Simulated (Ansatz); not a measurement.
## Worked example: building the atomization energy of NO2, doublet

Measured: the G2/97 heats of formation, with zero-point and thermal terms from B3LYP taken off, give an electronic atomization energy of 227.4 kcal/mol (Curtiss et al., J. Chem. Phys. 106, 1063 (1997); Staroverov et al., J. Chem. Phys. 119, 12129 (2003)). The calculation below tries to reproduce it.

Geometry (MP2(full)/6-31G*, from the G2/97 set):

```json
{"atom": "N", "x (Å)": "0.0000", "y (Å)": "0.0000", "z (Å)": "0.3322"}
{"atom": "O", "x (Å)": "0.0000", "y (Å)": "1.1181", "z (Å)": "-0.1454"}
{"atom": "O", "x (Å)": "0.0000", "y (Å)": "-1.1181", "z (Å)": "-0.1454"}
```

Atomization energies (atoms less molecule, kcal/mol) from Ansatz 0.2.0, frozen cores, unrestricted molecule, unrestricted atoms, sets cc-pVDZ, cc-pVTZ, cc-pVQZ:

```tsv
level	DZ	TZ	QZ
HF	41.82	49.61	50.61
CCSD(T)	191.95	211.38	219.30
CCSDT	192.10	210.79	–
CCSDT(Q)	194.37	213.15	–
```

Task: Extrapolate Hartree–Fock with exp(−5.46 √X) and the CCSD(T) correlation part with X⁻³ (X = 3, 4), add each higher step from the largest set that has it, and compare with the measured value.

Result: Hartree–Fock: 50.61 + (50.61 − 49.61) × 0.301 = 50.91.
Correlation: TZ 161.77, QZ 168.69; (64 × 168.69 − 27 × 161.77) / 37 = 173.74.
Full triples (TZ): 210.79 − 211.38 = -0.59.
(Q) (TZ): 213.15 − 210.79 = 2.36.
Sum: 226.4 kcal/mol, 1.0 below the measured 227.4.

The steps beyond CCSD(T) add 1.77 kcal/mol, while going from QZ to the limit adds 5.35. Core correlation, scalar relativity, spin–orbit terms and the relaxation from this MP2 geometry are missing from the sum, and the measured value has its own uncertainty.
